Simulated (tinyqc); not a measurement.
Orbital energy against energy difference: ionisation energy by orbital energies and by energy differences in the 6-31g* basis, for HF, spin multiplicity 1. Computed by the program tinyqc with PySCF. Command: `OMP_NUM_THREADS=1 python tinyqc.py 113238 113239 out.jsonl`; one thread of a shared host (Intel(R) Xeon(R) Processor @ 2.60GHz), about 5 s.

Geometry (angstrom):
```
atom,x,y,z
F,0.0000,0.0000,0.0000
H,0.0000,0.0000,0.8880
```

CCSD(T) difference in the same basis = 15.5865 eV

IP-EOM-CCSD = 15.2739 eV

The cation is unrestricted; errors are against CCSD(T) in this basis, not against experiment.

First vertical ionisation energy (eV):
```
method,-e(HOMO),E(cation) - E,error of -e(HOMO),error of the difference
HF,17.186,14.29878,1.600,-1.288
LDA,8.367,16.24165,-7.220,0.655
PBE,8.255,15.83235,-7.332,0.246
B3LYP,10.326,15.89447,-5.260,0.308
PBE0,10.776,15.77383,-4.811,0.187
CAM-B3LYP,12.278,15.88399,-3.308,0.298
LC-wPBE,13.618,15.95085,-1.969,0.364
```

Koopmans errs by +1.60 eV and Delta-HF by -1.29 eV: relaxation, 2.89 eV, lowers the value and the missing correlation difference works against it. The PBE level is off by -7.3 eV through the wrong tail of its potential, though its energy difference is off by +0.25 eV; exact exchange deepens the level, and among the orbital energies HF comes closest; among the differences PBE0 does.
